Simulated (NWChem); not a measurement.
Molecule: CS; SMILES [C-]#[S+]

Computed with NWChem. Structure relaxed at the PBE0-D3(BJ)/def2-TZVP level. Computed dipoles belong to the equilibrium geometry; the measured one is vibrationally averaged.

Measured dipole moment: 1.98 D (NIST CCCBDB, as tabulated in the package chemicals).

| level | dipole moment (D) | computed − measured | relative time (rough) |
|---|---|---|---|
| Hartree-Fock/cc-pVDZ | [?] | [?] | 1 |
| Hartree-Fock/aug-cc-pVDZ | [?] | [?] | 1 |
| Hartree-Fock/cc-pVTZ | 1.59 | -0.39 | 2 |
| Hartree-Fock/aug-cc-pVTZ | 1.63 | -0.35 | 3 |
| Hartree-Fock/cc-pVQZ | 1.63 | -0.35 | 7 |

Fill in the missing entries.


- Hartree-Fock/cc-pVDZ, dipole moment (D): 1.49
- Hartree-Fock/cc-pVDZ, computed − measured: -0.49
- Hartree-Fock/aug-cc-pVDZ, dipole moment (D): 1.59
- Hartree-Fock/aug-cc-pVDZ, computed − measured: -0.39
